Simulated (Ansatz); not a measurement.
Vertical ionisation energy to the doublet of chlorinated organics, in eV, species as SMILES. Conventions: each state is the SCF solution reached for its charge and spin; spin-orbit terms left out; six Cartesian d functions in 6-31G* and its kin unless marked 5d; non-relativistic; no dispersion term unless named; UHF or UKS for open shells. First-principles rows: single points at B3LYP-D3(BJ) geometries (Ansatz, a first-principles code). The Hartree-Fock reference of ClC(Cl)=C(Cl)Cl is unstable towards a lower, spin-broken solution.

wB97M-V/def2-TZVPD (Ansatz) is a level with limits of its own, not a measurement.

The rows were drawn at random among computed neutral closed-shell members with both values; the withheld row is one of them. Species whose geometry shows other bonds than their SMILES are left out. No case is left out for the size of its miss. Left out are saddle points of the reference geometry, anions that the best level run finds unbound, excited spin states, species near biochemistry, 298 K rows of species without real B3LYP wavenumbers, cases with under five habitual levels, runs that failed or that the program found above a lower state of the same kind, table entries that another table contradicts, and a share of species set aside by lot. Sets whose x spans too little, or whose line has r² under 0.6, are not shown.

| case | HF/6-31G* (Ansatz) (x) | wB97M-V/def2-TZVPD (Ansatz) (y) |
|---|---|---|
| ClC(Cl)Cl [chloroform] | 11.17 | 11.46 |
| CCCl | 10.12 | 11.05 |
| C=CCl | 9.01 | 10.04 |
| CCCCl | 10.03 | 10.91 |
| C(Cl)(Cl)=C(Cl)Cl | 9.01 | 9.38 |
| ClC(Cl)(Cl)Cl | 11.35 | 11.57 |

**Question.** Fit y = a + b·x by least squares, and use it to estimate the value at wB97M-V/def2-TZVPD (Ansatz) for ClCCl [dichloromethane], where HF/6-31G* (Ansatz) gives 10.86 eV.

**Answer.** Means: x 10.1150, y 10.7350. Sums about the means: Sxx 5.0876, Sxy 4.0481. Slope b = Sxy/Sxx = 0.7957, intercept a = mean y - b·mean x = 2.686; the rows scatter about the line by 0.274 (root mean square), r² = 0.88. A constant shift, the mean of y - x, would give 11.48 eV. Prediction for ClCCl [dichloromethane]: 11.33 eV. The value at wB97M-V/def2-TZVPD (Ansatz) is 11.40 eV, so the fit misses by -0.07 eV, against -0.54 eV without it. The fit is meant for species like these alone.
